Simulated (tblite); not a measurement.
Start geometry of `C[C+]1CC[C]1F` [radical] from a force field or distance geometry (Å):
```
atom  x, y, z in Å
C1     1.8070   -0.4534    0.2661
C2     0.4087   -0.1307   -0.1751
C3    -0.9278   -0.8155   -0.1350
C4    -1.4882    0.6159    0.0377
C5    -0.3012    1.0123   -0.8303
F6     0.2148    2.2497   -0.5998
H7     2.0028   -1.5457    0.3421
H8     2.0239    0.0433    1.2648
H9     2.5268    0.0030   -0.4519
H10   -1.1152   -1.4731    0.7262
H11   -1.2672   -1.1977   -1.1422
H12   -2.4835    0.7208   -0.4235
H13   -1.4053    0.9717    1.1032
```

**Question.** What comes out of this run: GFN2-xTB geometry optimisation, gas phase in tblite?

**Answer.** 
```
atom  x, y, z in Å
C1     1.8157   -0.5011    0.0629
C2     0.4403   -0.0722    0.0019
C3    -0.8773   -0.7699    0.0866
C4    -1.5662    0.6151   -0.0883
C5    -0.2037    1.1621   -0.1591
F6     0.2409    2.3660   -0.3230
H7     1.9120   -1.5821   -0.0150
H8     2.2689   -0.1855    1.0154
H9     2.4281    0.0154   -0.6850
H10   -1.0625   -1.2768    1.0347
H11   -1.0584   -1.4934   -0.7095
H12   -2.1706    0.7522   -0.9888
H13   -2.1717    0.9706    0.7495
```

The energy falls by 42.2 kcal/mol over 49 L-BFGS steps, the largest force on an atom goes from 5.63 to 0.009 eV/Å, and the atoms move by 0.455 Å rms after alignment. The bond that changes most is C2–C5 (ends: carbon bonded to 3 C; carbon bonded to 2 C and F), which shortens by 0.095 Å. Bonds longer at the end by more than 0.005 Å: 1 of 13; shorter: 12. Among the angles that change most is C2–C5–F6, from 116.1° to 132.5°. Among the dihedrals that turn most is C1–C2–C3–H11, from -107° to -63°. Rotational constants go from 4606, 3789, 2277 to 4733, 3818, 2197 MHz. The orientation of the end geometry is arbitrary; only internal coordinates are fixed.

The run took 0.2 s wall on one thread, Intel Xeon at 2.60 GHz (x86_64), shared host.

Its lowest GFN2-xTB frequency is 8i cm⁻¹, too small to tell a flat minimum from a shallow saddle.

All values are computed, not measured.
